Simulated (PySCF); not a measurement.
C5H3 (charge +1).
Bonds: C1–C2 (triple), C2–C3, C3–C4, C4–C5 (double), C3–C5. Hydrogens: H6 on C1; H7 on C4; H8 on C5.

Theory: PBE0-D3(BJ)/def2-SVP geometry optimisation, gas phase in PySCF 2.14.0.

Entries marked ? are missing. Bonds in one row agree within 0.01 Å.

```tsv
coordinate	value
C1≡C2	?
C2–C3	?
C3–C4, C3–C5	1.382 Å
C4–C5	?
C1–H6	1.082 Å
C4–H7, C5–H8	1.093 Å
C2–C1–H6	179.9°
C1–C2–C3	?
C2–C3–C4	150.8°
C4–C3–C5	?
C3–C4–C5	60.7°
C3–C4–H7	149.2°
C5–C4–H7	?
```

Question: Estimate the withheld lengths and angles.

Answer: 
- C1≡C2 = 1.216 Å, drawn triple (ends: carbon bonded to C and H; carbon bonded to 2 C); 0.16 Å below the sum of covalent radii, 1.38 Å.
- C2–C3 = 1.377 Å, drawn single (ends: carbon bonded to 2 C; unsaturated ring carbon); 0.04 Å below the sum of covalent radii, 1.42 Å.
- C4–C5 = 1.352 Å, drawn aromatic (both ends unsaturated ring CH carbon); 0.11 Å below the sum of covalent radii, 1.46 Å.
- C1–C2–C3 = 179.9°, at the carbon bonded to 2 C; the outer atoms are 2.593 Å apart.
- C4–C3–C5 = 58.6°, at the unsaturated ring carbon, inside a 3-membered ring; the outer atoms are 1.352 Å apart.
- C5–C4–H7 = 150.1°, at the unsaturated ring CH carbon; the outer atoms are 2.363 Å apart.

Radii are Cordero's, carbon taken as 0.76, 0.73 or 0.69 Å for four, three, and two or fewer neighbours.

No frequency check.
